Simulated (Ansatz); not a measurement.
# MgSiH₃ radical (SMILES [MgH][SiH2]): single points off equilibrium

One table from this session's results is given with a row withheld; the runs are named, their logs left out.

Method: single points in def2-TZVPP; program: Ansatz 0.2.0, Gaussian basis.

Correlated methods freeze the cores. The outer core shell of Li, Na, Mg and K is correlated. Orbitals are unrestricted.

## The starting structure

SMILES `[MgH][SiH2]`, 5 atoms, charge 0, spin multiplicity 2.

Atoms are counted from 1 here; the program's logs count them from 0.

Bond lengths: Mg1–Si2 2.482 Å, Mg1–H3 1.731 Å, Si2–H4 1.478 Å, Si2–H5 1.484 Å. Angles: Si2–Mg1–H3 145.1°, Mg1–Si2–H4 111.1°, Mg1–Si2–H5 108.3°, H4–Si2–H5 98.3°.

As a file:

```xyz
5

Mg    0.1450   -0.9660    1.1429
Si   -0.6818    0.9761   -0.1623
H     1.2698   -2.2812    1.1710
H    -1.2741    0.5419   -1.4453
H     0.4912    1.7059   -0.7050
```

The first run:

run/in.yaml reads:

```yaml
crystal:
  periodic: [false, false, false]
  atoms:
    - {symbol: Mg, position_ang: [0.145000, -0.966000, 1.142900]}
    - {symbol: Si, position_ang: [-0.681800, 0.976100, -0.162300]}
    - {symbol: H, position_ang: [1.269800, -2.281200, 1.171000]}
    - {symbol: H, position_ang: [-1.274100, 0.541900, -1.445300]}
    - {symbol: H, position_ang: [0.491200, 1.705900, -0.705000]}
basis:
  gaussian: {orbitals: def2-TZVPP}
magnetization: {spin_polarized: true, initial_magnetization: 1}
correlation: {method: ccsd_t}
scf: {omitted_lower_state_checks: [cluster_reference]}
output: {forces: true}
```

No record of the launch command was kept for these runs.

Steps of the session up to this table: CCSD(T)/def2-TZVPP; PBE0-D4/def2-TZVPP; wB97M-V/def2-TZVPP; r2SCAN-D4/def2-TZVPP; PBE-D4/def2-TZVPP; BHLYP-D4/def2-TZVPP; HSE06-D4/def2-TZVPP.

One of the session's tables, all rows but one given; the rest of the session is left out.

```
   method  RMS force component (eV/Å)  angle to CCSD(T) forces (°)  dipole (D)
  CCSD(T)                       0.291                    reference        2.69
  PBE0-D4                       0.274                          9.9        2.53
  wB97M-V                       0.270                          7.3        2.71
r2SCAN-D4                       0.266                          9.2        2.55
   PBE-D4                       0.299                         26.8        2.39
 BHLYP-D4                       0.300                         16.4        2.70
 HSE06-D4                           ?                            ?           ?
```

Q: Estimate the row for HSE06-D4 from the others.

The run gave: RMS force component (eV/Å): 0.275; angle to CCSD(T) forces (°): 10.2; dipole (D): 2.53. In the column «RMS force component (eV/Å)» it lies between PBE0-D4 (0.274) and CCSD(T) (0.291).
